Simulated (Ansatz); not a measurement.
**Worked example: GeH$_{2}$⁺, doublet against GeH$_{2}$, singlet**

Geometry (PBE0/def2-TZVP stationary point of a singlet), kept for both states (GeH2, singlet: A1; GeH2⁺, doublet: A1):

```yaml
atoms:
  - { symbol: Ge, position_ang: [0.0000, -0.0303, 0.0000] }
  - { symbol: H, position_ang: [0.0000, 1.0906, -1.1335] }
  - { symbol: H, position_ang: [0.0000, 1.0906, 1.1335] }
```

Basis cc-pVDZ; Ansatz 0.2.0. Only valence electrons are correlated (noble-gas cores and the filled d shells of p-block atoms frozen). Prefix R: restricted or restricted open-shell reference. No spin–orbit coupling is included, and no scalar relativity.

Full CI is exact within this basis and frozen core; it isn't the basis-set limit.

```csv
level,"E(GeH2, singlet) (hartree)","E(GeH2⁺, doublet) (hartree)"
RCCSD(T),-2076.555667,-2076.215905
PBE,-2077.788963,-2077.444157
B3LYP,-2078.163776,-2077.813789
full CI,-2076.556279,-2076.216494
```

Give the vertical gap, GeH2⁺ doublet less GeH2 singlet, at each level in eV (1 hartree = 27.2114 eV), and each error against full CI.

full CI: (-2076.216494 − (-2076.556279)) × 27.2114 = 9.246 eV (the reference)
B3LYP: (-2077.813789 − (-2078.163776)) × 27.2114 = 9.524 eV, error 0.278 eV
PBE: (-2077.444157 − (-2077.788963)) × 27.2114 = 9.383 eV, error 0.137 eV
RCCSD(T): (-2076.215905 − (-2076.555667)) × 27.2114 = 9.245 eV, error -0.001 eV

Total energies of functionals can't be set beside those of wave-function methods, since they hold the core's correlation and their own absolute errors; only the differences compare.

In so small a basis the reference is far from its limit while semilocal and hybrid functionals are nearer theirs, so the functionals' errors here hold much of the reference's basis and frozen-core error, which can add to them or hide them.

Each level lands on the state that its own search finds. T1 diagnostics of restricted CCSD: 0.013 and 0.025.
